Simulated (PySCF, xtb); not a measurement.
hydrogen chloride (ClH), SMILES Cl.

Harmonic wavenumbers (cm⁻¹) from GFN2-xTB in xtb 6.7.1 at its own minimum, in rising order: 2510.

Question: What does PBE0-D3(BJ)/def2-TZVPD (PySCF) give at its own minimum? (An estimate is asked for; the answer gives what the named calculation found.)

Answer: 2996. Paired by order, the mean absolute difference is 486 cm⁻¹ and the zero-point energies are 3.6 and 4.3 kcal/mol.
